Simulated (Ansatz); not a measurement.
**BH₂+ (singlet): from Hartree-Fock to the top rungs at angle H2–B1–H3 = 86.6°, aug-cc-pVTZ**

The task here is to estimate one member of a computed series from the others.

Computed with Ansatz 0.2.0, Gaussian basis. Level: aug-cc-pVTZ, core rule «outside noble gas», up to 1 orbitals frozen.

Plan: UHF; CCSD(T) on RHF; CCSD(T) on UHF; BCCD(T) on RHF; CCSDT(Q) on RHF; CCSDT(Q) on UHF; CASSCF and NEVPT2, 4 electrons in 6 orbitals; Full CI.

7 further runs of the same task are left out: 1 for a known fault of the program, 4 that didn't finish, 2 set aside as unsound or not needed.

## What is computed

The geometry derives from a PBE0/def2-TZVP stationary point (not a proven minimum). One angle is set to the value named; bond lengths are kept.

3 atoms, charge 1, spin multiplicity 1.

Atoms are counted from 1 here; the program's logs count them from 0.

Bond lengths: B1–H2 1.179 Å, B1–H3 1.179 Å. Angles: H2–B1–H3 86.6°.

Set-up of the first run:

in.yaml

```yaml
crystal:
  periodic: [false, false, false]
  atoms:
    - {symbol: B, position_ang: [-0.134871, 0.000000, 0.000000]}
    - {symbol: H, position_ang: [0.723304, 0.000000, -0.808704]}
    - {symbol: H, position_ang: [0.723304, 0.000000, 0.808704]}
basis:
  gaussian: {orbitals: aug-cc-pVTZ}
total_charge: 1
magnetization: {spin_polarized: true, initial_magnetization: 0}
hamiltonian: {xc: hf}
output: {orbitals: {seedname: orbitals}}
```

Run with:

```
> ansatz run in.yaml --threads 1 --pin off --events-out ev --progress --plain --max-ram 2393MiB
```

Steps of the session up to this table: UHF; CCSD(T) on RHF; CCSD(T) on UHF; BCCD(T) on RHF; CCSDT(Q) on RHF; CCSDT(Q) on UHF; CASSCF and NEVPT2, 4 electrons in 6 orbitals; Full CI.

One of the session's tables, all rows but one given; the rest of the session is left out.

It belongs to the step «Misses and costs». 

```
        method  from FCI (kcal/mol)
           RHF               +60.62
           UHF               +60.03
          RMP2                    ?
          UMP2               +15.49
         RCCSD                +1.00
         UCCSD                +1.09
      RCCSD(T)                +0.19
      UCCSD(T)                +0.21
       BCCD(T)                +0.19
        RCCSDT                +0.01
        UCCSDT                +0.02
     RCCSDT(Q)                 0.00
     UCCSDT(Q)                 0.00
CASSCF valence               +25.34
NEVPT2 valence                +5.23
           FCI                    0
```

Q: Estimate the row for RMP2 from the others.

The run gave: from FCI (kcal/mol): +13.07. In the column «from FCI (kcal/mol)» it lies between NEVPT2 valence (+5.23) and UMP2 (+15.49).

Caveats from the session: Restricted and unrestricted rows rest on different reference determinants; where their highest levels disagree by more than a few hundredths of an eV, they describe different states and don't form one ladder.
